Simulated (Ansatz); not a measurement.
# Structure relaxation of Sr3Ga

Computed with DFT PBE, scalar-relativistic, plane waves, PAW (Ansatz). Cutoff 420 eV, Γ-centred k mesh, Gaussian smearing, no spin polarisation in the final step.

The start puts Sr3Ga on the TiAl3 (D0_22) structure type (I4/mmm, No. 139), with Ga in place of Ti, Sr in place of Al, at a guessed volume.

```xyz
4
Lattice="-2.3491 2.3491 5.2473 2.3491 -2.3491 5.2473 2.3491 2.3491 -5.2473" Properties=species:S:1:pos:R:3 pbc="T T T"
Sr    0.0000    0.0000    5.2473
Sr    2.3491    0.0000    2.6237
Sr    0.0000    2.3491    2.6237
Ga    0.0000    0.0000    0.0000
```

Cell and atoms relax at zero pressure; the relaxation can't lower the symmetry of the start. After a coarse first stage the cell is made exact in the group found at 0.06 Å.

Formation energies are uncorrected and refer to the elements' standard structures at the same level.

Task: Describe the relaxed structure.

Result: It keeps I4/mmm (No. 139). The result has the TiAl3 (D0_22) structure. Conventional cell: a = 5.638 Å, c = 9.685 Å. Sr on Wyckoff site b (1 atom of the primitive cell) has 8 Sr at 3.72 Å and 4 Ga at 3.99 Å; Sr on Wyckoff site d (2 atoms of the primitive cell) is coordinated by 4 Ga at 3.72 Å, 4 Sr at 3.72 Å and 4 Sr at 3.99 Å; Ga is coordinated by 8 Sr at 3.72 Å and 4 Sr at 3.99 Å.

```cif
data_structure
_symmetry_space_group_name_H-M 'I4/mmm'
_symmetry_Int_Tables_number 139
_cell_length_a 5.6382
_cell_length_b 5.6382
_cell_length_c 9.6850
_cell_angle_alpha 90.000
_cell_angle_beta 90.000
_cell_angle_gamma 90.000
_cell_volume 307.88
loop_
_atom_site_label
_atom_site_type_symbol
_atom_site_symmetry_multiplicity
_atom_site_Wyckoff_symbol
_atom_site_fract_x
_atom_site_fract_y
_atom_site_fract_z
_atom_site_occupancy
Sr1 Sr 2 b 0.50000 0.50000 0.00000 1
Sr2 Sr 4 d 0.50000 0.00000 0.25000 1
Ga1 Ga 2 a 0.00000 0.00000 0.00000 1
```

Task: What are its volume, energy, density and gap?

Result: The volume per atom is 38.49 Å³ and the density is 3.59 g/cm³. The energy over the elements is 0.00 eV/atom. The gap on the 12×12×12 mesh is 0 eV (a metal).

The final run used a 12×12×12 mesh on its 4-atom cell and 0.10 eV smearing. For metals, differences of a few meV/atom aren't resolved. Symmetry constrained the relaxation, so the result can be a saddle point. The steps took of the order of 2.4 core-minutes in all.